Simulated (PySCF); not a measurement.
How the method moves the HOMO and LUMO of `CCC1CC1`

Compound: C5H10.
Geometry (PBE0-D3(BJ)/def2-SVP, Å), atoms numbered from 1 in this order:
```xyz
15
C5H10 angstrom
C      1.963   -0.398    0.009
C      0.723    0.078   -0.732
C     -0.369    0.561    0.190
C     -1.302   -0.424    0.833
C     -1.806    0.507   -0.231
H      2.745   -0.741   -0.686
H      1.723   -1.233    0.686
H      2.394    0.408    0.623
H      0.993    0.888   -1.433
H      0.324   -0.740   -1.358
H     -0.086    1.420    0.810
H     -1.180   -1.481    0.573
H     -1.616   -0.253    1.866
H     -2.032    0.085   -1.215
H     -2.470    1.323    0.065
```

Basis pcSseg-1 throughout (PySCF), one geometry. Geometry: PBE0-D3(BJ)/def2-SVP, one conformer, isolated molecule.

**Question.** How do the orbital energies, the gap and the dipole change with the method?

**Answer.** 
```json
{"method": "BLYP", "kind": "GGA", "HOMO (eV)": "-6.51", "LUMO (eV)": "0.82", "gap (eV)": "7.33", "μ (D)": "0.12", "SCF cycles": "13"}
{"method": "B97-D", "kind": "GGA", "HOMO (eV)": "-6.60", "LUMO (eV)": "0.96", "gap (eV)": "7.56", "μ (D)": "0.12", "SCF cycles": "13"}
{"method": "OPBE", "kind": "GGA", "HOMO (eV)": "-6.61", "LUMO (eV)": "1.01", "gap (eV)": "7.61", "μ (D)": "0.12", "SCF cycles": "12"}
{"method": "PBE", "kind": "GGA", "HOMO (eV)": "-6.64", "LUMO (eV)": "0.82", "gap (eV)": "7.46", "μ (D)": "0.12", "SCF cycles": "12"}
{"method": "KT2", "kind": "GGA", "HOMO (eV)": "-6.69", "LUMO (eV)": "0.77", "gap (eV)": "7.46", "μ (D)": "0.12", "SCF cycles": "13"}
{"method": "KT3", "kind": "GGA", "HOMO (eV)": "-6.71", "LUMO (eV)": "0.69", "gap (eV)": "7.40", "μ (D)": "0.11", "SCF cycles": "12"}
{"method": "BP86", "kind": "GGA", "HOMO (eV)": "-6.73", "LUMO (eV)": "0.92", "gap (eV)": "7.65", "μ (D)": "0.12", "SCF cycles": "12"}
{"method": "LDA", "kind": "LDA", "HOMO (eV)": "-6.77", "LUMO (eV)": "0.66", "gap (eV)": "7.42", "μ (D)": "0.13", "SCF cycles": "12"}
{"method": "B97-2", "kind": "global hybrid", "HOMO (eV)": "-7.67", "LUMO (eV)": "1.68", "gap (eV)": "9.35", "μ (D)": "0.12", "SCF cycles": "11"}
{"method": "B3LYP", "kind": "global hybrid", "HOMO (eV)": "-7.71", "LUMO (eV)": "1.33", "gap (eV)": "9.04", "μ (D)": "0.12", "SCF cycles": "12"}
{"method": "PBE0", "kind": "global hybrid", "HOMO (eV)": "-7.93", "LUMO (eV)": "1.66", "gap (eV)": "9.59", "μ (D)": "0.12", "SCF cycles": "12"}
{"method": "mPW1PW91", "kind": "global hybrid", "HOMO (eV)": "-7.96", "LUMO (eV)": "1.68", "gap (eV)": "9.64", "μ (D)": "0.12", "SCF cycles": "12"}
{"method": "BHandHLYP", "kind": "global hybrid", "HOMO (eV)": "-9.12", "LUMO (eV)": "2.34", "gap (eV)": "11.45", "μ (D)": "0.12", "SCF cycles": "12"}
{"method": "CAM-B3LYP", "kind": "range-separated hybrid", "HOMO (eV)": "-9.32", "LUMO (eV)": "2.49", "gap (eV)": "11.81", "μ (D)": "0.12", "SCF cycles": "12"}
{"method": "wB97X-D", "kind": "range-separated hybrid", "HOMO (eV)": "-9.81", "LUMO (eV)": "3.49", "gap (eV)": "13.31", "μ (D)": "0.13", "SCF cycles": "11"}
{"method": "LC-wPBE", "kind": "range-separated hybrid", "HOMO (eV)": "-10.71", "LUMO (eV)": "3.84", "gap (eV)": "14.55", "μ (D)": "0.12", "SCF cycles": "11"}
{"method": "HF", "kind": "Hartree–Fock", "HOMO (eV)": "-10.94", "LUMO (eV)": "4.49", "gap (eV)": "15.43", "μ (D)": "0.12", "SCF cycles": "9"}
```

The HOMO spans 4.43 eV, from BLYP down to HF, and the gap runs from 7.33 eV (BLYP) to 15.43 eV (HF). Over the methods BLYP (0 %), B97-D (0 %), OPBE (0 %), PBE (0 %), KT2 (0 %), KT3 (0 %), BP86 (0 %), LDA (0 %), B97-2 (21 %), B3LYP (20 %), PBE0 (25 %), mPW1PW91 (25 %), BHandHLYP (50 %), HF (100 %), a straight line through the gap against the share of exact exchange rises by 0.80 eV for each 10 % (correlation coefficient 0.999). The dipole ranges from 0.11 D (KT3) to 0.13 D (LDA). This basis has no diffuse functions.

The vertical ΔSCF ionisation energy at B3LYP/def2-SVPD is 10.02 eV; −ε(HOMO) comes closest to it with wB97X-D (9.81 eV).
